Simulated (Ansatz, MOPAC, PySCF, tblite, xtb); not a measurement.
System: H2Be, singlet: collinear H-Be-H surface. Scanned: H-Be distance and Be-H distance.

- GFN2-xTB, 300 K electronic temperature (tblite)
- RHF/def2-SVP (PySCF)
- FCI/aug-cc-pVTZ = full CI/aug-cc-pVTZ, frozen core in Ansatz (an electronic-structure program)
- RHF/aug-cc-pVTZ (Ansatz)
- MP2/aug-cc-pVTZ = MP2 on RHF/aug-cc-pVTZ, frozen core (Ansatz)
- CCSD/aug-cc-pVTZ = CCSD on RHF/aug-cc-pVTZ, frozen core in Ansatz
- CCSD(T)/aug-cc-pVTZ = CCSD(T) on RHF/aug-cc-pVTZ, frozen core in Ansatz
- RKS-BLYP/aug-cc-pVTZ = restricted BLYP/aug-cc-pVTZ run with Ansatz
- RKS-CAM-B3LYP/aug-cc-pVTZ = restricted CAM-B3LYP/aug-cc-pVTZ run with Ansatz
- RKS-PBE/aug-cc-pVTZ = restricted PBE/aug-cc-pVTZ (Ansatz)
- PM7, restricted, heats of formation (MOPAC)
- PM3, restricted, heats of formation (MOPAC)
- GFN1-xTB (xtb)
- RKS-B3LYP/6-31G* = PySCF 2.14.0 with restricted B3LYP/6-31G*, spherical d
- RKS-LDA (SVWN5)/6-31G* = restricted LDA (SVWN5)/6-31G*, spherical d run with PySCF 2.14.0
- RMP2/6-31G* = PySCF with restricted MP2 (frozen core)/6-31G*, spherical d
- RHF/STO-3G = restricted Hartree-Fock/STO-3G (PySCF)

Energies in kcal/mol at chosen points (x: H-Be distance (Å); y: Be-H distance (Å)), relative to x = 1.28, y = 1.33:

```
method                     (1.88, 1.20)  (1.45, 1.25)  (1.88, 1.13)  (1.20, 1.53)  (1.13, 1.64)  (1.13, 1.44)  (1.88, 1.20)
-------------------------  ------------  ------------  ------------  ------------  ------------  ------------  ------------
GFN2-xTB                           25.1           3.2          28.5           7.4          16.0           7.4          25.1
RHF                                32.4           3.0          38.9           9.0          21.9          11.9          32.4
FCI/aug-cc-pVTZ                    29.6           2.8          35.6           8.4          20.2          11.0          29.6
RHF/aug-cc-pVTZ                    31.9           3.0          37.9           8.8          21.1          11.3          31.9
MP2/aug-cc-pVTZ                    31.3           3.0          37.2           8.7          20.8          11.0          31.3
CCSD/aug-cc-pVTZ                   29.7           2.9          35.7           8.4          20.2          11.0          29.7
CCSD(T)/aug-cc-pVTZ                29.6           2.8          35.6           8.4          20.2          11.0          29.6
RKS-BLYP/aug-cc-pVTZ               29.6           2.9          35.3           8.4          20.0          10.7          29.6
RKS-CAM-B3LYP/aug-cc-pVTZ          31.3           3.1          37.0           8.8          20.7          10.8          31.3
RKS-PBE/aug-cc-pVTZ                28.9           2.7          34.9           8.2          19.9          10.9          28.9
PM7                                60.7           7.5          68.0          17.3          37.2          16.2          60.7
PM3                                36.6           3.3          39.7           8.3          18.8           7.2          36.6
GFN1-xTB                           30.1           3.7          34.0           8.5          18.7           8.3          30.1
RKS-B3LYP/6-31G*                   31.2           3.0          37.4           8.8          21.1          11.2          31.2
RKS-LDA (SVWN5)/6-31G*             28.7           2.5          35.4           8.1          20.3          11.6          28.7
RMP2/6-31G*                        32.3           3.1          38.7           9.1          21.8          11.7          32.3
RHF/STO-3G                         52.7           5.7          58.8          13.8          30.5          13.1          52.7
```
